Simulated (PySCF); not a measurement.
C2H3N, SMILES N#CC. Heavy atoms are numbered as in [CH3:1][C:2]#[N:3]. Hydrogens are named by the atom that carries them.

Geometry: ωB97X-D3(BJ)/def2-TZVP.

The numbers are results of KT2/pcSseg-2 run with PySCF, not measurements.

GIAO shieldings, no solvent; atoms alike by connectivity are averaged. δ = σ(ref) − σ: ¹³C against TMS (σ = 184.2 ppm); ¹⁵N against NH3 (σ = 261.9 ppm); ¹H against TMS (σ = 31.47 ppm), references at their B3LYP-D3(BJ)/def2-TZVP geometries, non-relativistic.

| nucleus | atoms | count | δ (ppm) |
|---|---|---|---|
| ¹³C | C2 | 1 | 111.2 |
| ¹³C | C1 (CH3) | 1 | 2.0 |
| ¹⁵N | N3 | 1 | 276.9 |
| ¹H | H on C1 | 3 | 1.84 |
